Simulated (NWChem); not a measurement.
# CH2N2 (methanediimine) at 6 levels

We compute a comparison of 6 runs (HF/3-21G, B3LYP/def2-TZVP, M06-2X/6-31G, SVWN5/def2-TZVP, r2SCAN/def2-TZVP, MP2/def2-TZVP) of CH2N2 (methanediimine). 

The results are computed with NWChem 7.3.0.

## 1. The structure to begin with

CH2N2 has 5 atoms, charge 0, and is taken as a singlet. SMILES: `N=C=N`. The shape is that of a PBE0-D4/def2-TZVP optimisation.

Bond lengths: N1–C2 1.217 Å, C2–N3 1.217 Å, N1–H4 1.010 Å, N3–H5 1.010 Å. Angles: N1–C2–N3 171.2°, C2–N1–H4 119.5°, C2–N3–H5 119.5°.

## 2. Energy and gradient at HF/3-21G (run 1)

Input file ch2n2.nw:

```
START ch2n2
TITLE "CH2N2 hf"
memory 2200 mb

GEOMETRY units angstrom noautosym nocenter noautoz
  N       -1.223010      -0.197100      -0.034990
  C       -0.008090      -0.139620      -0.075660
  N        1.197320      -0.245880      -0.204970
  H       -1.767940       0.622550      -0.262140
  H        1.801730      -0.039940       0.577760
END

BASIS spherical bse
  N library 3-21G
  C library 3-21G
  H library 3-21G
END

SCF
  thresh 1e-08
  maxiter 80
END

TASK scf gradient
```

The run is started by

```bash
$ nwchem ch2n2.nw > ch2n2.out
```

What it wrote:

```text
[...]
  functions       =    31
[...]
  wavefunction    = RHF
[...]
         Total SCF energy =   -147.053257425624
      One-electron energy =   -318.233108051363
      Two-electron energy =    110.799885949032
 Nuclear repulsion energy =     60.379964676707
        Time for solution =      0.3s
[...]
                         RHF ENERGY GRADIENTS
    atom               coordinates                        gradient
                 x          y          z           x          y          z
   1 N      -2.311154  -0.372465  -0.066122   -0.014276  -0.013708   0.001593
   2 C      -0.015288  -0.263844  -0.142977    0.000821   0.013984   0.007578
   3 N       2.262607  -0.464646  -0.387337    0.013056  -0.007391  -0.013027
   4 H      -3.340922   1.176449  -0.495373    0.004424   0.005103  -0.001383
   5 H       3.404776  -0.075476   1.091808   -0.004025   0.002011   0.005239
[...]
```

It took 1 s on 1 thread of Intel Xeon Platinum 8375C at 2.90GHz (Ice Lake), shared host; peak memory 0.1 GiB.

## 3. Energy and gradient at B3LYP/def2-TZVP (run 2)

Input file ch2n2.xyz:

```xyz
5

N     -1.223010    -0.197100    -0.034990
C     -0.008090    -0.139620    -0.075660
N      1.197320    -0.245880    -0.204970
H     -1.767940     0.622550    -0.262140
H      1.801730    -0.039940     0.577760
```

Input file run.py:

```python
from ase.io import read
from ase.calculators.nwchem import NWChem

system = read('ch2n2.xyz')

calc = NWChem(
    label='ch2n2',
    theory='dft',
    memory='2200 mb',
    basis='def2-TZVP',
    basispar='spherical bse',
    dft={'xc': 'b3lyp', 'mult': '1', 'grid': 'fine', 'convergence': 'energy 1e-08', 'iterations': '100', 'mulliken': None, 'print': 'low'},
)
system.calc = calc

forces = system.get_forces()
print("Total energy (eV):", round(system.get_potential_energy(), 6))
print("forces (eV/A):")
for s, f in zip(system.symbols, forces):
    print(f"{s:2s} {f[0]:10.5f} {f[1]:10.5f} {f[2]:10.5f}")
```

The run is started by

```bash
$ export ASE_NWCHEM_COMMAND="nwchem PREFIX.nwi > PREFIX.nwo"
$ python run.py
```

What it wrote:

```text
Total energy (eV): -4050.422771
forces (eV/A):
N    -0.15015   -0.00499    0.00077
C    -0.00231   -0.00386   -0.00206
N     0.15026   -0.01568   -0.01219
H    -0.05831    0.02170   -0.00447
H     0.06058    0.00283    0.01800
```

The calculator wrote ch2n2.nwi:

```
title "ch2n2"

permanent_dir ch2n2

scratch_dir ch2n2

start ch2n2

geometry units angstrom nocenter noautosym noautoz
  N  -1.2230099999999999e+00 -1.9710000000000000e-01 -3.4990000000000000e-02
  C  -8.0900000000000000e-03 -1.3961999999999999e-01 -7.5660000000000005e-02
  N  1.1973199999999999e+00 -2.4587999999999999e-01 -2.0497000000000001e-01
  H  -1.7679400000000001e+00 6.2255000000000005e-01 -2.6213999999999998e-01
  H  1.8017300000000001e+00 -3.9940000000000003e-02 5.7776000000000005e-01
end

memory 2200 mb

basis spherical bse noprint
   * library def2-TZVP
end

dft
  xc b3lyp
  mult 1
  grid fine
  convergence energy 1e-08
  iterations 100
  mulliken
  print low
end

task dft gradient
```

ch2n2.nwo (excerpt; [...] marks lines left out):

```text
[...]
         Total DFT energy =     -148.850292561677
      One electron energy =     -320.021936283169
           Coulomb energy =      130.761690700642
    Exchange-Corr. energy =      -19.970011655857
 Nuclear repulsion energy =       60.379964676706
[... 17 lines left out ...]
     -------------------------------------------
      Total Density - Lowdin Population Analysis
[...]
                         DFT ENERGY GRADIENTS
    atom               coordinates                        gradient
                 x          y          z           x          y          z
   1 N      -2.311154  -0.372465  -0.066122    0.002920   0.000097  -0.000015
   2 C      -0.015288  -0.263844  -0.142977    0.000045   0.000075   0.000040
   3 N       2.262607  -0.464646  -0.387337   -0.002922   0.000305   0.000237
   4 H      -3.340922   1.176449  -0.495373    0.001134  -0.000422   0.000087
   5 H       3.404776  -0.075476   1.091808   -0.001178  -0.000055  -0.000350
 Task  times  cpu:       23.9s     wall:       23.9s
 Total times  cpu:       23.9s     wall:       23.9s
```

Run time: 25 s. Hardware: 1 thread of Intel Xeon Platinum 8375C at 2.90GHz (Ice Lake), shared host; peak memory 0.13 GiB.

Runs 3 to 5 aren't shown in full; the table further down has their settings and results.

## 4. Energy and gradient at MP2/def2-TZVP (run 6)

Input file ch2n2.nw:

```
echo
start ch2n2
title "CH2N2 gradient"
memory 2200 mb

geometry units bohr noautosym nocenter noautoz
   N   -2.31115395  -0.37246502  -0.06612152
   C   -0.01528788  -0.26384356  -0.14297668
   N    2.26260688  -0.46464586  -0.38733716
   H   -3.34092240   1.17644900  -0.49537281
   H    3.40477625  -0.07547566   1.09180817
end

basis spherical bse
   * library def2-TZVP
end

scf
   singlet
   rhf
   thresh 1e-08
   maxiter 80
   print medium
end

mp2
   freeze core 3
   tight
end

task mp2 gradient
```

The run is started by

```bash
$ nwchem ch2n2.nw > ch2n2.out
```

What it wrote:

```text
[...]
  functions       =   105
[...]
  wavefunction    = RHF
[...]
         Total SCF energy =   -147.962086585508
      One-electron energy =   -319.540511404740
      Two-electron energy =    111.198464472532
 Nuclear repulsion energy =     60.379960346699
        Time for solution =     28.1s
[...]
          Total MP2 energy          -148.506873453088
[...]
                         mp2 ENERGY GRADIENTS
    atom               coordinates                        gradient
                 x          y          z           x          y          z
   1 N      -2.311154  -0.372465  -0.066122    0.014878   0.002028  -0.000161
   2 C      -0.015288  -0.263844  -0.142977   -0.000208  -0.003569  -0.001930
   3 N       2.262607  -0.464646  -0.387337   -0.014619   0.002295   0.002496
   4 H      -3.340922   1.176449  -0.495373    0.000935  -0.000666   0.000223
   5 H       3.404776  -0.075476   1.091808   -0.000986  -0.000089  -0.000628
[...]
```

Wall time 72 s (1 thread of Intel Xeon Platinum 8375C at 2.90GHz (Ice Lake), shared host); peak memory 0.32 GiB.

## 5. Overview of the runs

```
run             level  iteration cap  module  energy (Eh)  dipole moment (D)  HOMO energy (eV)  LUMO energy (eV)  wall time
  1          HF/3-21G             80     scf  -147.053257               2.75            -10.93              5.43        1 s
  2   B3LYP/def2-TZVP            100     dft  -148.850293                  –                 –                 –       25 s
  3      M06-2X/6-31G            100     dft  -148.648242               2.65                 –                 –      9.9 s
  4   SVWN5/def2-TZVP            100     dft  -147.612275               2.06             -7.06             -0.53       24 s
  5  r2SCAN/def2-TZVP            100     dft  -148.765844               2.04             -7.19              0.00       32 s
  6     MP2/def2-TZVP             80     mp2  -148.506873               2.10            -11.59              3.41       72 s
```

## 6. Summary of results

| quantity | value |
| --- | --- |
| run 6: total energy | -148.50687 Eh |
| run 6: dipole moment (of the density that the program reports) | 2.10 D |
| run 6: HOMO energy (Hartree–Fock orbitals) | -11.59 eV |
| run 6: LUMO energy (Hartree–Fock orbitals) | 3.41 eV |
| run 6: HOMO–LUMO gap (Hartree–Fock orbitals) | 15.00 eV |
| run 6: correlation energy (3 core orbitals frozen) | -544.8 mEh |
| run 6: largest force on an atom | 0.772 eV/Å |

**Reading.** Over runs 1, 3, 4, 5, 6 the dipole moment (its size) runs from 2.04 D (r2SCAN/def2-TZVP) to 2.75 D (HF/3-21G). The two ends differ in method and basis. Over runs 1, 4, 5 the HOMO–LUMO gap runs from 6.53 eV (SVWN5/def2-TZVP) to 16.36 eV (HF/3-21G). Totals of different functionals can't be ranked against each other. All runs together took 2.7 min, the longest 72 s.
